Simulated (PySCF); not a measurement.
Compound: C4H4FN.
Cartesian coordinates in Å at the GFN2-xTB level; atoms count from 1:
```xyz
10
C4H4FN angstrom
F      2.3880   -0.6620    0.1854
C      1.0970   -0.3035    0.0839
C      0.0123   -1.1867   -0.0580
C     -1.1053   -0.3979   -0.1229
N     -0.7276    0.9009   -0.0260
C      0.6249    0.9809    0.1019
H      0.0608   -2.2547   -0.1045
H     -2.1347   -0.6754   -0.2304
H     -1.3501    1.6909   -0.0466
H      1.1437    1.9122    0.1946
```

Probes without a nucleus sit at each ring's centroid and 1 Å off its mean plane on both sides; NICS is minus the shielding there, NICSzz its component along the normal. Level: GIAO PBE0/pcSseg-1 (PySCF, non-relativistic, gas phase) on the GFN2-xTB geometry, one conformer.

Ring bond lengths (Å), with Mayer bond orders in brackets: C2–C3 1.406 (1.38), C3–C4 1.369 (1.48), C4–N5 1.356 (1.17), N5–C6 1.361 (1.12), C6–C2 1.369 (1.51).

Q: Give the NICS values of each ring in ppm.

A: 
```csv
ring,type,NICS(0),"NICS(1), two faces","NICS(1)zz, two faces",rms pucker (Å),"centre to ring atoms, mean (Å)"
C2–C3–C4–N5–C6,5-membered ring with N; formal bonds all aromatic,-16.2,-10.9 / -10.9,-29.0 / -29.0,0.00,1.17
```

Q: What can be read from them?

A: 
- C2–C3–C4–N5–C6: mean NICS(1)zz -29.0 ppm, shielded. For a flat ring without four-coordinate atoms the NICS criterion counts such a value as aromatic. NICS(0) lies 5 ppm below the mean NICS(1).

Q: How equal are the bonds by HOMA? HOMA = 1 − mean of α(R − Ropt)² over the ring bonds, with Krygowski's 1993 parameters (CC: Ropt 1.388 Å, α 257.7 Å⁻²; CN: Ropt 1.334 Å, α 93.52 Å⁻²).

A: 
- C2–C3–C4–N5–C6: HOMA 0.92; the largest term is that of C6–C2, α(R − Ropt)² = 0.10. The geometric and the magnetic index point the same way.

Q: At the first NICS(1) probe listed for ring C2–C3–C4–N5–C6, 1 Å off the ring, what do the in-plane components average?

A: The isotropic value is a third of the trace: (3 × -10.9 − (-29.0))/2 = -1.9 ppm.

Q: List the ring angles and the Hirshfeld charges of the ring atoms.

A: 
- C2–C3–C4–N5–C6: C2 108.9° (+0.040 e), C3 105.8° (-0.114 e), C4 108.7° (-0.032 e), N5 109.9° (-0.064 e), C6 106.6° (-0.060 e); sum 540.0° against 540° for a flat convex ring.

The run took 9.6 s of wall time on Arm Neoverse V1, one thread, no GPU (shared host). This is the whole shielding run at PBE0/pcSseg-1, SCF included.
